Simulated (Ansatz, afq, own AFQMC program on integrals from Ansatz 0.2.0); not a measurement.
Two steps: Ansatz 0.2.0 writes the Fock matrix and Cholesky factors of the valence space, and afq projects on them the lowest state that overlaps trial and start.

```yaml
crystal:
  periodic: [false, false, false]
  atoms:
    - {symbol: Ga, position_ang: [0.000000, 0.000000, 0.000000]}
basis:
  gaussian: {orbitals: aug-cc-pVDZ}
magnetization: {spin_polarized: true, initial_magnetization: 1}
correlation: {method: ccsd_t, electrons: outside_noble_gas, hamiltonian_folder: ham}
```

```sh
$ ansatz run in.yaml --threads 1 --pin off --events-out ev --progress --plain --max-ram 24576MiB --backend cuda --devices 0, --max-vram 18GiB
```

Options of the walk:

```
--method phaseless --trial hf --walkers 4000 --populations 20 --least-time 40 --time-step 0.005 --steps-per-block 20 --equilibration-blocks 112 --max-blocks 4000 --target-error 0.00033 --factor-cut 1e-05 --start spin_pure --seed 2837 --taylor-order 6
```

Times are imaginary, in 1/Eh. The walk had a cap of 49 s. With eight or more populations the least sampling time is a fifth of least-time, and the error comes from their spread. Filled inner d shells are frozen with the cores.

afq prints:

```
orbitals 22  electrons 2 1  factors 124 of 244
reference energy -1923.19295580 Eh
CCSD correlation -0.04412326 Eh in 8 cycles, weight of the determinant in the CISD state 0.9424
energy of the start -1923.193031 Eh
 block  time / (1/Eh)  mean weight  energy / Eh
     1     0.100  1.0001  -1923.196710
     2     0.200  1.0001  -1923.200028
     3     0.300  1.0002  -1923.202910
     4     0.400  1.0002  -1923.205673
     5     0.500  1.0002  -1923.207997
     9     0.900  1.0001  -1923.215948
    33     3.300  0.9999  -1923.232442
    65     6.500  1.0001  -1923.236496
    97     9.700  0.9999  -1923.237211
   105    10.500  1.0000  -1923.238780
   129    12.900  1.0002  -1923.235667
   161    16.100  1.0000  -1923.236677
   193    19.300  0.9999  -1923.237295
   225    22.500  1.0000  -1923.235344
   257    25.700  1.0001  -1923.235577
   289    28.900  1.0001  -1923.234282
   321    32.100  0.9998  -1923.237464
error from the spread of 20 populations
energy -1923.235841 +/- 0.000330 Eh
(rows thinned)
```

The run passed its tests (sampling time, drift between the halves within three errors, error under three times the target), which doesn't prove that it has relaxed.

Against this walk (error 9.0 meV) on the same determinant: CCSD(T) 49.5 meV lower, full CI 57.0 meV lower, a separate phaseless walk with a CISD trial and standard settings 55.7 ± 9.0 meV lower. The error is statistical and leaves out the bias of the constraint. Full CI is exact here, so the walk's 57 meV above it is the walk's own error: the bias of the constraint with this trial. It lies above even CCSD, by 34 meV.

Cautions: constraint bias not in the error; no relativity below Rb; no spin-orbit coupling; inner d shell frozen.

The walk took 35 s on 1 × NVIDIA H100 80GB HBM3 with 2 threads of AMD EPYC 7R13 Processor (Zen 3), on a shared host (the card was shared). The log's last line is the phaseless energy.

A walk keeps the symmetry of its determinant, which the program's search chose and which needn't be the lowest solution, so a lower state of the same spin and another symmetry isn't excluded.
